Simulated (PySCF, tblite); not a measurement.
# C₃H₁₁P₃: infrared bands and NMR shifts

Wanted: the infrared bands and NMR shifts of C₃H₁₁P₃ (`CP(P)CCP`), by calculation.

The runs use tblite 0.8.0 and PySCF 2.14.0, with density-fitted response routines of our own; the level of theory stands in each step. All values are computed, except where a source is named. Atoms are numbered from 0 throughout.

### 1 Starting geometry

17 atoms, charge 0, multiplicity 1; geometry from: GFN2-xTB.

Bonds of the start (Å): C0–P1 1.85, P1–P2 2.18, P1–C3 1.87, C3–C4 1.52, C4–P5 1.86, C0–H6 1.09, C0–H7 1.09, C0–H8 1.09, P2–H9 1.39, P2–H10 1.39, C3–H11 1.10, C3–H12 1.10, C4–H13 1.09, C4–H14 1.09, P5–H15 1.40, P5–H16 1.40.

### 2 Vibrational analysis with GFN2-xTB

What the job is given:

```
{"job": {"kind": "ir", "xc": "GFN2-xTB", "basis": "xTB"}, "charge": 0, "multiplicity": 1}
C     -1.597972     1.329284    -0.429929
P     -1.121786    -0.454833    -0.600250
P     -2.322214    -1.227964     1.042944
C      0.500090    -0.415971     0.331952
C      1.600620     0.233588    -0.492040
P      3.268296     0.213105     0.333505
H     -2.649344     1.435166    -0.694080
H     -1.010877     1.926158    -1.125673
H     -1.442247     1.686703     0.587335
H     -1.983282    -2.548922     0.763632
H     -3.470829    -1.301132     0.259163
H      0.765049    -1.455222     0.555083
H      0.365527     0.109797     1.283154
H      1.362156     1.280564    -0.701798
H      1.706156    -0.273315    -1.456197
H      3.222583    -1.134015     0.694119
H      2.801077     0.609039     1.587556
```

**Question.** This job is followed by: GIAO PBE0/pcSseg-1 NMR shielding, non-relativistic, gas phase. What will the session give for the following? strongest single infrared mode (GFN2-xTB); zero-point energy (GFN2-xTB); 13C shifts against TMS (PBE0/pcSseg-1); 1H shifts against TMS (PBE0/pcSseg-1, means over atoms taken as alike); 31P shifts against H3PO4 (PBE0/pcSseg-1).

**Answer**, as computed:

```
                                                              quantity                             value
                             strongest single infrared mode (GFN2-xTB)             2327 cm⁻¹, 230 km/mol
                                          zero-point energy (GFN2-xTB)                     80.0 kcal/mol
                                13C shifts against TMS (PBE0/pcSseg-1)              46.6, 17.5, 15.2 ppm
1H shifts against TMS (PBE0/pcSseg-1, means over atoms taken as alike)  2.70, 2.31, 1.53, 1.31, 1.10 ppm
                              31P shifts against H3PO4 (PBE0/pcSseg-1)         -87.6, -138.9, -203.6 ppm
```

In words: All 45 modes are real, so the xTB geometry is a minimum. Unscaled tight-binding wavenumbers are off by several per cent, some by more. Its intensities can rank the bands wrongly. At PBE0/pcSseg-1: The widest tensor belongs to P5: span 206 ppm, with a paramagnetic part of -507 ppm.
